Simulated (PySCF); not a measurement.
## Fluorine: a sound run and one with changed settings

Sound run: F [He] 2s2 2p5, F+ [He] 2s2 2p4. All numbers are calculated (PySCF 2.14, scalar relativity by spin-free X2C-1e, in cc-pVDZ-DK (3s2p1d, 14 functions)). In the sound run the correlated levels freeze 1s2. The sound run starts from symmetry-adapted Hartree-Fock orbitals and uses a fine grid where one is needed.

Changed run: a valence shell is frozen. This setting is unsound on purpose.

```
species   method  sound run (hartree)  changed run (hartree)  converged
      F      MP2            -99.60248              -99.55212        yes
      F  CCSD(T)            -99.61422              -99.55929        yes
     F+      MP2            -98.98616              -98.93457        yes
     F+  CCSD(T)            -99.00076              -98.94089        yes
```

Ionisation energy of F:

| method | sound run (eV) | changed run (eV) |
| --- | --- | --- |
| UHF | 15.624 | 15.624 |
| MP2 | 16.771 | 16.805 |
| SCS-MP2 | 16.730 | 16.836 |
| CCSD | 16.690 | 16.822 |
| CCSD(T) | 16.693 | 16.828 |

Freezing a valence shell removes pair correlation that changes on ionisation.

For comparison, NIST gives 17.423 eV between the lowest levels.
